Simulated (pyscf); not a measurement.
Optimised with ωB97X-D3(BJ)/def2-SVP in PySCF.

Problem. For the elementary gas-phase step H₂C=CH–SiH₂• + H₂ -> H₂C=CH–SiH₃ + H• (doublet surface; H–H broken, H–Si formed), what barrier and reaction energy does r²SCAN/def2-TZVP give, measured from the separated reactants?

Solution. ΔE‡ = 69.4 kJ/mol, ΔE = +75.4 kJ/mol. ωB97M-D3(BJ)/def2-TZVP gives 72.3 kJ/mol and +53.6 kJ/mol. Zero-point energy shifts the barrier by -3.4 kJ/mol. It is a hydrogen abstraction, with an imaginary mode of 914i cm⁻¹. At r²SCAN this geometry lies under the product side: in single points on another level's saddle the reverse barrier vanishes, and the forward threshold there is about the reaction energy. This saddle turned up in a search for another step; its sides and bond changes are read from the two ends of the descent. One saddle was located; it need not be the lowest between these sides. The angle at the transferred H is 179°.
